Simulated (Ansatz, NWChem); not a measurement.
C2H3F3 (1,1,1-trifluoroethane): methods side by side

C2H3F3: 8 atoms, total charge 0, spin state singlet. As SMILES, `CC(F)(F)F`. Geometry: relaxed at PBE0-D4/def2-TZVP.

```csv
atom,x (Å),y (Å),z (Å)
C,-0.6154,-0.1415,0.4715
C,0.5576,0.1099,-0.4237
F,1.6928,-0.3820,0.0939
F,0.3952,-0.4582,-1.6277
F,0.7542,1.4203,-0.6299
H,-0.4416,0.3358,1.4349
H,-0.7380,-1.2146,0.6112
H,-1.5126,0.2731,0.0140
```

Each level gives the energy change with the C1–C2 bond stretched from 1.497 to 2.245 Å (eV). The values are calculated.

| level | kind | program | value (eV) | CPU time (all runs) |
| --- | --- | --- | --- | --- |
| HF/cc-pVDZ (restricted) | Hartree–Fock | NWChem | 3.38 | 44 s |
| SVWN5/cc-pVDZ (restricted) | LDA | NWChem | 2.82 | 58 s |
| BLYP/cc-pVDZ (restricted) | GGA | Ansatz | 2.30 | 12 s |
| TPSS/cc-pVDZ (restricted) | meta-GGA | NWChem | 2.46 | 67 s |
| r2SCAN/cc-pVDZ (restricted) | meta-GGA | Ansatz | 2.74 | 27 s |
| BHLYP/cc-pVDZ (restricted) | global hybrid | NWChem | 3.12 | 62 s |
| wB97M-V/cc-pVDZ (restricted) | range-separated hybrid | Ansatz | 2.95 | 2.2 min |
| PBE-QIDH/cc-pVDZ (restricted) | double hybrid | Ansatz | 3.14 | 19 s |
| RPA@PBE/cc-pVDZ (restricted) | RPA | Ansatz | 2.61 | 21 s |
| MP3/cc-pVDZ (restricted) | perturbation theory | NWChem | 2.95 | 82 s |

The first shape isn't each level's own minimum. The values span 2.30 to 3.38 eV. Times are those of the runs behind each value, whatever else they computed, on shared processors of several kinds: orders of magnitude only.
